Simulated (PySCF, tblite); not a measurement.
**A complex of Na+ and acetonitrile**

A gas-phase complex of Na+ and acetonitrile; charge +1, singlet. The structure comes from a short search (6 tight-binding starts) and was relaxed by PBE0-D3(BJ)/def2-TZVPD; another way of binding may lie lower. No frequency run checks that it is a minimum.

Parts: 1 = Na+ ([Na+]), atoms 1, charge +1; 2 = acetonitrile (CC#N), atoms 2–7.

Coordinates in Å:
```
Na1     0.096   -0.505    0.384
C2      1.812   -4.244   -2.165
C3      1.300   -3.129   -1.406
N4      0.892   -2.242   -0.803
H5      2.784   -3.984   -2.587
H6      1.923   -5.112   -1.513
H7      1.121   -4.486   -2.974
```

```tsv
contact	kind (by geometry)	distance (Å)	angle (°)
Na1···N4	ion contact	2.250	-
```

Interaction energies are complex less parts, with the parts frozen as they stand in it; counterpoise-corrected, in kcal/mol (PySCF).

(1) Give the interaction energy at each level run.

(2) What holds them together? Decompose the wB97M-D3(BJ)/def2-TZVPD energy: frozen parts, their antisymmetrised product, then relaxation.

The parts were also relaxed and run alone, at the levels used for the complex: shieldings by PBE0/pcSseg-2; core levels by delta-SCF with SCAN, pcX-2 on the ionised atom and pcseg-1 elsewhere, spin-free X2C.

(3) How do these values change when the complex forms?

Answers

(1) 
```
                  level  interaction  superposition error removed
wB97M-D3(BJ)/def2-TZVPD       -33.38                        -0.13
 PBE0-D3(BJ)/def2-TZVPD       -34.07                        -0.14
```

(2) electrostatic -33.2, Pauli repulsion +10.8, orbital relaxation -10.6, dispersion correction -0.6 kcal/mol, which sum to the value before the counterpoise correction; the Pauli term holds the exchange-correlation of the frozen density too. Of the attraction, 75 % is electrostatic, 24 % is orbital relaxation, 1 % is dispersion correction.

(3) 
| property | alone | in the complex | change |
| --- | --- | --- | --- |
| shielding of Na1 (ppm) | 623.7 | 598.4 | -25.3 |
| shielding of N4 (ppm) | -34.6 | 25.6 | +60.2 |
| Na1 1s core level (eV) | 1088.42 | 1085.46 | -2.96 |
| C3 1s core level (eV) | 292.62 | 297.57 | +4.94 |
| N4 1s core level (eV) | 405.32 | 409.96 | +4.64 |

The core-hole states of C3, N4 are spin-contaminated (⟨S²⟩ 0.83, 0.81 against 0.75 for a pure doublet), so those values and differences from them are less sure.

The 4 runs behind this took 54 s in all, one thread each of AMD EPYC 7R43 64-Core on a shared host, launched as `OMP_NUM_THREADS=1 python cluster_run.py task.json out`.
